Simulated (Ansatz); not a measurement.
**SiF+ (quintet): the correlation ladder, def2-TZVPP**

One table from this session's results is given with a row withheld; the runs are named, their logs left out.

Method: def2-TZVPP, core rule «outside noble gas», up to 6 orbitals frozen; program: Ansatz 0.2.0, Gaussian basis.

The runs, in order: UHF; ROHF; CCSD(T) on UHF.

2 further runs of the same task are left out: 2 set aside as unsound or not needed.

## The system

The geometry is a PBE0/def2-TZVP stationary point (not a proven minimum) of the parent state, kept for this charge and spin.

2 atoms, charge 1, spin multiplicity 5.

Atoms are counted from 1 here; the program's logs count them from 0.

Bond lengths: Si1–F2 1.555 Å.

The first run:

in.yaml

```yaml
crystal:
  periodic: [false, false, false]
  atoms:
    - {symbol: Si, position_ang: [0.000000, 0.000000, 0.000000]}
    - {symbol: F, position_ang: [0.000000, 0.000000, 1.554800]}
basis:
  gaussian: {orbitals: def2-TZVPP}
total_charge: 1
magnetization: {spin_polarized: true, initial_magnetization: 4}
hamiltonian: {xc: hf}
output: {orbitals: {seedname: orbitals}}
```

Run with:

```
> ansatz run in.yaml --threads 1 --pin off --events-out ev --progress --plain --max-ram 2816MiB --backend cpu
```

Among the steps run: UHF; ROHF; CCSD(T) on UHF.

One table of the session follows, with a row left open; its other results are not shown here.

| method | from UCCSD(T) (meV) |
| --- | --- |
| ROHF | ? |
| UHF | +6497.7 |
| UMP2 | +635.7 |
| UCCSD | +123.5 |
| UCCSD(T) | 0 |

Estimate the missing values for ROHF.

**Answer.** from UCCSD(T) (meV): +6647.6. In the column «from UCCSD(T) (meV)» it is the highest.
